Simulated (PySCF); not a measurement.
Structure problem from calculated spectra and properties.

Formula: C4H9OP.

| Item | Value |
| --- | --- |
| Triplet | lowest triplet excitation (Tamm–Dancoff): 2.71 eV [TDA CAM-B3LYP/def2-SVPD] |
| UV, strongest line | among the 8 lowest singlet transitions: S2 at 5.32 eV (233 nm, f = 0.240) [TDDFT CAM-B3LYP/def2-SVPD] |
| Rotational structure | rotational constants A, B, C: 3.982, 2.065, 1.649 GHz [GFN2-xTB] |
| NMR, other nuclei | isotropic shieldings of nuclei other than C and H, by class: 299 (1 O), 16 (1 P) ppm [GIAO PBE0/pcSseg-1] |
| 13C NMR | chemical shifts (computed TMS as zero) by class: 211.2 (1 C), 72.9 (1 C), 60.6 (1 C), 25.7 (1 C) ppm [GIAO PBE0/pcSseg-1] |
| Dipole | 0.61 D [CAM-B3LYP/def2-SVPD] |

Gas-phase values; electronic properties from PySCF, density fitting. Levels stand in brackets. Isolated species at its GFN2-xTB geometry (one conformer only). Each NMR value is the plain mean over a class of atoms that symmetry, rotation or inversion makes alike.

Task: What is the compound? Reason from the data.

Result: Numbering: `[CH3:1]/[CH:2]=[P:3]\[CH2:4][O:5][CH3:6]`. 4 carbons fall into 4 classes; from least to most shielded: carbon bonded to C, P and H [C2] (211.2 ppm), sp3 carbon bound to oxygen [C4] (72.9 ppm), methoxy carbon [C6] (60.6 ppm), methyl carbon [C1] (25.7 ppm). The other shieldings belong to: 299 ppm, ether oxygen [O5]; 16 ppm, phosphorus bonded to 2 C [P3]. The optimised geometry has point group C1 and is an asymmetric top. Structure: `C/C=P\COC`. Computed isomers that give other values at the same levels: `CC[C@@H]1C[P@H]1=O` (13C chemical shifts (computed TMS as zero) by class: 25.9 (1 C), 25.1 (1 C), 15.4 (1 C), 13.1 (1 C) ppm); `C=CC[P@H](C)=O` (13C chemical shifts (computed TMS as zero) by class: 137.8 (1 C), 126.4 (1 C), 44.2 (1 C), 15.3 (1 C) ppm); `C1CPCCO1` (13C chemical shifts (computed TMS as zero) by class: 75.9 (2 C), 22.8 (2 C) ppm). The assignments are read from this structure; whether some other isomer fits the data as well wasn't checked.

Shape of the structure used: `[CH3:1]/[CH:2]=[P:3]\[CH2:4][O:5][CH3:6]`: C2–P3–C4–O5 61°, P3–C4–O5–C6 68°.
